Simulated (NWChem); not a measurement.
# B3LYP/LANL2DZ run of CH5BO (SMILES CBO)

Aim: the vertical ionisation energy of CH5BO at B3LYP/LANL2DZ, from 2 runs. 

The calculation is run with NWChem 7.3.0.

**1. The system as given**

CH5BO has 8 atoms, charge 0, and is taken as a singlet. SMILES: `CBO`. The shape is that of a PBE0-D4/def2-TZVP optimisation. This is one conformer, not always the lowest.

Bond lengths: C1–B2 1.559 Å, B2–O3 1.357 Å, C1–H4 1.092 Å, C1–H5 1.096 Å, C1–H6 1.096 Å, B2–H7 1.207 Å, O3–H8 0.960 Å. Angles: C1–B2–O3 119.4°, C1–B2–H7 121.8°, O3–B2–H7 118.7°, B2–C1–H4 113.4°, B2–C1–H5 110.2°, B2–C1–H6 110.2°, B2–O3–H8 113.1°, H4–C1–H5 108.7°, H4–C1–H6 108.7°, H5–C1–H6 105.3°.

**2. The energy at B3LYP/LANL2DZ**

work.nw reads:

```
start work
memory stack 880 mb heap 220 mb global 1100 mb

geometry units angstroms noautosym nocenter noautoz
 C     -0.618600     0.710300    -0.324600
 B      0.508800    -0.240100     0.180200
 O      0.240700    -1.558300     0.355600
 H     -1.568300     0.201200    -0.499400
 H     -0.308500     1.205100    -1.251900
 H     -0.780500     1.520100     0.395700
 H      1.620500     0.163100     0.420800
 H      0.998200    -2.058400     0.667700
end

basis spherical bse
 * library LANL2DZ
end

dft
 xc b3lyp
 mult 1
 grid fine
 convergence energy 1e-08
 iterations 100
 mulliken
 print low
end

task dft
```

Started as:

```
$ nwchem work.nw > work.out
```

Log, shortened:

```text
[...]
 d= 0,ls=0.0,diis     1   -141.1662861576 -2.08D+02  2.66D-02  4.60D-01     0.6
[...]
 d= 0,ls=0.0,diis     8   -141.2256279056 -5.42D-10  3.95D-06  4.30D-08     3.3
         Total DFT energy =     -141.225627905633
      One electron energy =     -322.665621162625
           Coulomb energy =      134.832720978854
    Exchange-Corr. energy =      -19.985333417714
 Nuclear repulsion energy =       66.592605695852
[...]
      Total Density - Mulliken Population Analysis
     ---------------------------------------------
    Atom       Charge   Shell Charges
 -----------   ------   -------------------------------------------------------
    1 C    6     6.68   2.00  0.73  0.61  2.78  0.57
    2 B    5     4.96   2.00  0.64  0.26  1.90  0.17
    3 O    8     8.45   2.00  0.94  0.84  3.53  1.14
    4 H    1     0.78   0.51  0.27
    5 H    1     0.80   0.51  0.29
    6 H    1     0.80   0.51  0.29
    7 H    1     0.92   0.53  0.39
    8 H    1     0.62   0.49  0.13
[...]
```

Run time: 3.9 s. Hardware: 1 thread of Intel Xeon Platinum 8559C (Emerald Rapids), shared host; peak memory 0.11 GiB.

**3. The doublet cation at the same level**

struct.nw reads:

```
start struct
memory total 2200 mb
charge 1

geometry units angstroms noautosym nocenter noautoz
   C     -0.618600     0.710300    -0.324600
   B      0.508800    -0.240100     0.180200
   O      0.240700    -1.558300     0.355600
   H     -1.568300     0.201200    -0.499400
   H     -0.308500     1.205100    -1.251900
   H     -0.780500     1.520100     0.395700
   H      1.620500     0.163100     0.420800
   H      0.998200    -2.058400     0.667700
end

basis spherical bse
   * library LANL2DZ
end

dft
   xc b3lyp
   mult 2
   grid fine
   convergence energy 1e-08
   maxiter 100
   mulliken
   print low
end

task dft energy
```

Started as:

```
$ nwchem struct.nw > struct.out
```

Log, shortened:

```text
[...]
 d= 0,ls=0.0,diis     1   -140.5844623572 -2.07D+02  3.03D-02  4.94D-01     0.8
[...]
 d= 0,ls=0.0,diis    13   -140.8189436713 -1.23D-09  4.05D-07  8.97D-11     7.8
[...]
         Total DFT energy =     -140.818943671292
      One electron energy =     -315.744060530349
           Coulomb energy =      127.935549896051
    Exchange-Corr. energy =      -19.603038732847
 Nuclear repulsion energy =       66.592605695852
[...]
      Total Density - Mulliken Population Analysis
     ---------------------------------------------
    Atom       Charge   Shell Charges
 -----------   ------   -------------------------------------------------------
    1 C    6     6.61   2.00  0.75  0.65  2.75  0.45
    2 B    5     4.77   2.00  0.71  0.18  1.82  0.06
    3 O    8     8.28   2.00  0.95  0.82  3.50  1.01
    4 H    1     0.68   0.49  0.19
    5 H    1     0.70   0.49  0.20
    6 H    1     0.70   0.49  0.20
    7 H    1     0.74   0.46  0.27
    8 H    1     0.53   0.46  0.07
[...]
      <S2> =      0.7541 (Exact =     0.7500)
[...]
```

Wall time 8.4 s (1 thread of Intel Xeon Platinum 8559C (Emerald Rapids), shared host); peak memory 0.11 GiB.

**4. Results**

Level: B3LYP/LANL2DZ.

| quantity | value |
| --- | --- |
| singlet CH5BO: total energy | -141.22563 Eh |
| doublet cation: total energy | -140.81894 Eh |
| doublet cation: ⟨S²⟩ | 0.754 |
| vertical ionisation energy (to the doublet cation) | 11.066 eV |

In words: Removing an electron at fixed nuclei costs 11.07 eV (1068 kJ/mol). Mulliken charges (doublet cation) run from -0.61 on C1 to +0.47 on H8.
